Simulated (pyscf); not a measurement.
**Four-centre exchange: H₂As–InH₂ (SMILES [AsH2][InH2]) + H₂O (SMILES O) -> HO–InH–AsH₂ (SMILES [OH][InH][AsH2]) + H₂ (SMILES [H][H])**

Gas phase, singlet surface, charge 0. Bonds broken: In2–H5, O7–H8. Bonds formed: In2–O7, H5–H8. Structures and frequencies: ωB97X-D3(BJ)/def2-SVP in PySCF.

Transition state (Å):

```xyz
9

As    -2.3386    -1.4070     0.5062
In    -0.9813     0.6970     0.0538
H     -1.7316    -2.0655    -0.7207
H     -3.5198    -0.8536    -0.2783
H      0.9563     0.3129     0.7739
H     -1.2619     2.3826     0.2353
O      0.5408     0.2959    -1.4341
H      1.0421     0.2843    -0.1976
H      0.8558     1.0358    -1.9704
```

One imaginary mode, 1218i cm⁻¹; descent along it reached the two sides named, in the forms told below.

```tsv
bond	change	reactant side (Å)	saddle	product side
In2–H5	breaks	1.739	2.103	2.9
O7–H8	breaks	0.967	1.334	2.6
In2–O7	forms	2.412	2.166	2.009
H5–H8	forms	3.0	0.976	0.763
```

Electronic energies relative to the separated reactants (eV):

```csv
level,barrier,reaction energy,reverse barrier
ωB97X-D3(BJ)/def2-TZVP,0.51,-0.26,0.77
PBE/def2-TZVP,0.37,-0.28,0.65
r²SCAN/def2-TZVP,0.36,-0.31,0.67
B3LYP-D3(BJ)/def2-TZVP,0.50,-0.28,0.78
PBE0-D3(BJ)/def2-TZVP,0.49,-0.17,0.66
M06-2X/def2-TZVP,0.43,-0.38,0.80
ωB97M-D3(BJ)/def2-TZVP,0.60,-0.18,0.78
HF/def2-TZVP,1.19,-0.03,1.21
```

With ωB97M-D3(BJ)/def2-TZVP energies and thermal terms (ideal gas, 1 atm, RRHO with modes under 100 cm⁻¹ raised to 100, one conformer, R ln 2 for chiral ones without a mode under 150 cm⁻¹), in eV:

| T (K) | ΔH‡ | ΔG‡ | ΔH | ΔG |
|---|---|---|---|---|
| 298 | 0.53 | 0.99 | -0.27 | -0.19 |
| 600 | 0.54 | 1.45 | -0.23 | -0.13 |
| 900 | 0.56 | 1.90 | -0.19 | -0.09 |
| 1200 | 0.60 | 2.34 | -0.16 | -0.06 |

On the reactant side the descent ends in an adduct with a In–O contact, 0.59 eV under the separated species and 1.10 eV under the saddle at ωB97X-D3(BJ)/def2-TZVP. What is counted as formed (In–O) is already present as a longer contact in the reactant adduct; forming that adduct is a step of its own. At the saddle there is also a short H–In contact that neither side keeps. One saddle was located; it need not be the lowest between these sides. Elements up to Kr have no core potential and no relativistic terms here. Elements past Kr carry the def2 core potentials, without spin-orbit coupling.
